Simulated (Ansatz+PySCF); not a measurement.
**singlet NF3: levels of theory in one basis**

| atom | x (Å) | y (Å) | z (Å) |
| --- | --- | --- | --- |
| N | 0.0000 | 0.0000 | 0.4672 |
| F | 1.2173 | 0.0000 | -0.1211 |
| F | -0.6087 | 1.0543 | -0.1211 |
| F | -0.6087 | -1.0543 | -0.1211 |

Basis set: def2-SVP (spherical functions). Frozen core: 4 orbitals. Charge 0, multiplicity 1.

Computed with Ansatz (development build ahead of 0.2.0); each method stands on the lowest determinant of its kind that the runs found. NEVPT2 correlates all electrons. Active spaces start from the frontier orbitals, and the lowest solution found is given.

| method | E − E(RHF) (eV) | <S²> of the determinant |
| --- | --- | --- |
| RHF | 0.00 | 0.00 |
| RHF-CCSD | -20.13 | – |
| RHF-CCSD(T) | -20.61 | – |
| CASSCF(2,2) | -0.96 | – |
| SC-NEVPT2(2,2) | -19.89 | – |

Question: What does RHF-MP2 give on the same scale?

Answer: -19.78 eV.

Question: Is a single determinant a sound starting point here?

Answer: By this sign, yes. Unrestricted orbitals gain 0.00 eV and <S²> is 0.00 against 0.00 for a pure state. The CASSCF(2,2) natural occupations are 1.96, 0.04.
